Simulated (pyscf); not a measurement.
Optimised with ωB97X-D3(BJ)/def2-SVP in PySCF. MP2 and CC: frozen core, UHF for open shells. ΔMP2 is the change of the MP2 total energy from the triple- to the quadruple-zeta basis.

### Question
Estimate by transition-state theory (the high-pressure limit) the rate constant of H₂C=C(CH₃)–Cl (SMILES C=C(C)Cl) -> H₂C=C=CH₂ (SMILES C=C=C) + HCl (SMILES Cl) (singlet surface; C–H, C–Cl broken, Cl–H formed) at 1200 K, with CCSD(T)/def2-TZVPP + ΔMP2(QZVPP) energies (ideal gas, 1 atm, RRHO with modes under 100 cm⁻¹ raised to 100, one conformer, R ln 2 for chiral ones without a mode under 150 cm⁻¹; no tunnelling).

### Answer
The electronic barrier is 72.4 kcal/mol and the thermal terms add -9.3, so ΔG‡ = 63.2 kcal/mol. With k_BT/h = 2.50e+13 s⁻¹ and RT = 2.385 kcal/mol, k = 7.8e+01 s⁻¹, a half-life of 8.9e-03 s through this channel alone. Wigner's tunnelling factor for 1591i cm⁻¹ would be 1.15. A shift of 1 kcal/mol in the barrier changes k by a factor 1.5. On the reactant side the descent ends in a point that may be a rotor saddle (no frequency run), 2.5 kcal/mol over the lowest minimum found and 70.3 kcal/mol under the saddle at ωB97X-D3(BJ)/def2-TZVP. This is the saddle that the search found; another between the same sides may lie lower. The CCSD(T) − MP2 part came from Ansatz, without density fitting, on the same reference.
